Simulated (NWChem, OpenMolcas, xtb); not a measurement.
**BSiH2Cl (SMILES B[Si]Cl): the dipole moment, rung by rung**

BSiH2Cl: 5 atoms, total charge 0, spin state triplet. As SMILES, `B[Si]Cl`. The shape is that of a GFN2-xTB optimisation.

Each level gives the dipole moment (D). The values are calculated.

| level | kind | program | value (D) | CPU time |
| --- | --- | --- | --- | --- |
| GFN2-xTB | semi-empirical | xtb | 0.66 | under 2 s |
| GFN0-xTB | semi-empirical | xtb | 1.15 | under 2 s |
| GFN1-xTB | semi-empirical | xtb | 1.66 | under 2 s |
| UHF/STO-3G | Hartree–Fock | NWChem | 2.97 | 2.1 s |
| UHF/ANO-L-VTZP (RICD fitting) | Hartree–Fock | OpenMolcas | 0.99 | 24 s |
| UBP86-D3(0)/3-21G (density fitting with weigend coulomb fitting) | GGA | NWChem | 1.05 | 10 s |
| UBLYP/def2-SVP | GGA | NWChem | 0.65 | 29 s |
| ULC-PBE/MINI | density functional | NWChem | 1.65 | 5.9 s |
| UB3LYP/6-31G* (Cartesian functions) | global hybrid | NWChem | 0.85 | 46 s |

The values span 0.65 to 2.97 D. Magnitudes only. Sets without polarisation functions give poor dipoles. CPU times are rough (shared hosts, several kinds of processor and program).
